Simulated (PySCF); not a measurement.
# C2H2F3O radical: open-shell or spin-flip excitations

Aim: compute the open-shell or spin-flip excitations of C2H2F3O radical (`[O]CC(F)(F)F`).

Computed with PySCF 2.14.0 and routines of our own; the level stands in each step. Atoms count from 0.

## 1. The system as given

8 atoms, charge 0, multiplicity 2; geometry from: GFN2-xTB.

## 2. Open-shell or spin-flip excitations: unrestricted TDDFT wB97X-D/def2-SVPD

The job: settings as JSON, then the geometry in Å.

```
{"job": {"kind": "uabs", "xc": "wB97X-D", "basis": "def2-SVPD", "nstates": 10, "tda": false}, "charge": 0, "multiplicity": 2}
O     -1.376721    -1.187163    -0.075005
C     -0.798300    -0.025478    -0.094933
C      0.745849    -0.016617     0.085863
F      1.122621    -0.522407     1.259844
F      1.373782    -0.692704    -0.875588
F      1.201244     1.250035     0.038575
H     -1.230368     0.666886     0.673277
H     -1.029049     0.536859    -1.036597
```

Level: unrestricted TDDFT wB97X-D/def2-SVPD, vertical, gas phase, core orbitals frozen in the response.

Started as:

```console
$ OMP_NUM_THREADS=1 python excited_run.py task.json out
```

The driver reads the jobs from task.json and runs them one after another.

Output:

```text
coarse grid: 7760 points
cycle   1  E = -451.3216865007  dE =  1.047e+00  |g| = 7.841e-01  |ddm| = 2.278e+00
cycle   2  E = -451.2042994611  dE =  1.174e-01  |g| = 1.044e+00  |ddm| = 1.462e+00
cycle   3  E = -451.5822146140  dE = -3.779e-01  |g| = 5.845e-02  |ddm| = 8.547e-01
cycle   4  E = -451.5856540470  dE = -3.439e-03  |g| = 4.475e-02  |ddm| = 1.145e-01
cycle   5  E = -451.5870608350  dE = -1.407e-03  |g| = 1.588e-02  |ddm| = 6.682e-02
cycle   6  E = -451.5875061484  dE = -4.453e-04  |g| = 6.696e-03  |ddm| = 3.454e-02
cycle   7  E = -451.5875884508  dE = -8.230e-05  |g| = 2.322e-03  |ddm| = 1.905e-02
cycle   8  E = -451.5875937957  dE = -5.345e-06  |g| = 9.885e-04  |ddm| = 5.067e-03
final grid: 79184 points
cycle   9  E = -451.6503002272  dE = -1.060e-04  |g| = 5.738e-03  |ddm| = 8.180e-02
cycle  10  E = -451.6503030378  dE = -2.811e-06  |g| = 5.950e-03  |ddm| = 1.266e-02
cycle  11  E = -451.6503133784  dE = -1.034e-05  |g| = 5.614e-04  |ddm| = 3.568e-03
cycle  12  E = -451.6503139429  dE = -5.645e-07  |g| = 3.980e-04  |ddm| = 1.496e-03
cycle  13  E = -451.6503144175  dE = -4.746e-07  |g| = 2.887e-04  |ddm| = 1.001e-03
cycle  14  E = -451.6503149336  dE = -5.160e-07  |g| = 2.730e-04  |ddm| = 1.128e-03
cycle  15  E = -451.6503159017  dE = -9.682e-07  |g| = 2.403e-04  |ddm| = 2.300e-03
cycle  16  E = -451.6503180157  dE = -2.114e-06  |g| = 1.657e-04  |ddm| = 6.526e-03
cycle  17  E = -451.6503193365  dE = -1.321e-06  |g| = 7.594e-05  |ddm| = 7.982e-03
cycle  18  E = -451.6503194691  dE = -1.325e-07  |g| = 3.696e-05  |ddm| = 2.694e-03
cycle  19  E = -451.6503194776  dE = -8.573e-09  |g| = 1.259e-05  |ddm| = 6.689e-04
cycle  20  E = -451.6503194782  dE = -5.936e-10  |g| = 5.136e-06  |ddm| = 1.610e-04
converged SCF energy = -451.6503194782

Static polarisability (au): isotropic 33.252, principal 31.434 32.347 35.975

<S^2> of the reference = 0.7544 (exact 0.7500)

Excitations
state   eV       nm        f      <S^2>   main configurations
  1   0.4801   2582.5   0.00010   0.757   Hb->Lb 0.94
  2   4.7350    261.8   0.00133   0.758   H-5b->Lb 0.40, H-2b->Lb 0.31, H-4b->Lb 0.16, H-7b->Lb 0.09
  3   6.0782    204.0   0.00023   0.776   H-2b->Lb 0.59, H-5b->Lb 0.20, H-4b->Lb 0.11
  4   6.5070    190.5   0.04791   0.776   H-3b->Lb 0.69, H-6b->Lb 0.21
  5   6.9707    177.9   0.00024   0.777   H-1b->Lb 0.98
  6   7.6304    162.5   0.00007   0.779   H-4b->Lb 0.71, H-5b->Lb 0.28
  7   7.7528    159.9   0.01265   0.777   H-6b->Lb 0.51, H-3b->Lb 0.29, H-8b->Lb 0.18
  8   8.2526    150.2   0.00392   2.088   Hb->L+1b 0.80, Hb->L+2b 0.12
  9   8.6363    143.6   0.00001   0.778   H-7b->Lb 0.88, H-5b->Lb 0.10
 10   8.7200    142.2   0.00190   0.793   H-8b->Lb 0.71, H-6b->Lb 0.26
```

It took 46 s on 1 thread of Intel Xeon Platinum 8259CL at 2.50GHz, shared host; peak memory 0.56 GiB.

Key values:

| quantity | value |
| --- | --- |
| ⟨S²⟩ | 0.754 |

Löwdin spin populations:

| atom | value (e) |
| --- | --- |
| O0 | 0.81 |
| C1 | 0.07 |
| C2 | 0.00 |
| F3 | 0.00 |
| F4 | 0.00 |
| F5 | 0.00 |
| H6 | 0.06 |
| H7 | 0.06 |

With diffuse functions Löwdin's scheme smears the spin, so small populations can have the wrong sign.

## 3. Outcome

| quantity | value |
| --- | --- |
| lowest and brightest state of nearly pure spin, of 10 (step 2, unrestricted TDDFT wB97X-D/def2-SVPD) | 0.48 eV; 6.51 eV, f = 0.048 |

What this shows: States whose ⟨S²⟩ lies well above the reference's are mixtures of spin states, an artefact of the unrestricted response, and are left out of the summary.
